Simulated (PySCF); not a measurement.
Methallyl cyanide, C5H7N.
Structure used (PBE0-D3(BJ)/def2-SVP), in Å, numbered top down from 1:
```
atom  x, y, z in Å
C1    -0.9281    1.4676    0.1548
C2    -0.3465    0.2847   -0.0611
C3    -1.0367   -1.0267    0.1471
C4     1.0846    0.2116   -0.5514
C5     1.9556   -0.5291    0.3581
N6     2.6265   -1.1324    1.0828
H7    -1.9657    1.5309    0.4926
H8    -0.3910    2.4076    0.0026
H9    -2.0786   -0.8889    0.4648
H10   -0.5146   -1.6232    0.9134
H11   -1.0310   -1.6274   -0.7779
H12    1.1243   -0.2947   -1.5325
H13    1.5012    1.2201   -0.6932
```

Method: core-valence-separated Tamm–Dancoff BHandHLYP/aug-pcX-1 (pcseg-1 on H) in PySCF, non-relativistic, gas phase, PBE0-D3(BJ)/def2-SVP geometry. Absolute energies from this functional tend to lie a few eV below measured edges; no shift was applied.

The lowest roots of each edge with f over 0.003 (five at most, numbered afresh; weaker and dark ones are left out), with transition dipoles (au) in the frame of the coordinates:

| root | edge | E (eV) | f | μx | μy | μz |
| --- | --- | --- | --- | --- | --- | --- |
| 1 | C | 282.66 | 0.0571 | 0.0272 | -0.0007 | 0.0866 |
| 2 | C | 283.08 | 0.0646 | -0.0293 | 0.0010 | -0.0919 |
| 3 | C | 284.03 | 0.0635 | -0.0759 | -0.0437 | 0.0381 |
| 4 | C | 284.11 | 0.0654 | 0.0075 | -0.0707 | -0.0659 |
| 5 | C | 285.40 | 0.0040 | 0.0070 | 0.0102 | 0.0207 |
| 6 | N | 397.28 | 0.0631 | 0.0649 | 0.0310 | -0.0361 |
| 7 | N | 397.44 | 0.0628 | -0.0005 | 0.0615 | 0.0516 |

Task: Molecules are fixed in this frame and the field points along (1, 1, 0)/√2. What effective strengths 3 f cos²θ do the roots have (θ between field and μ)?

Result: root 1 (C1): 0.007, root 2 (C2): 0.008, root 3 (C5): 0.149, root 4 (C5): 0.042, root 5 (C3): 0.003, root 6 (N6): 0.134, root 7 (N6): 0.054. Root 3 is the strongest. Averaged over all orientations cos²θ is 1/3, which gives f back.

One conformer stands for the species.
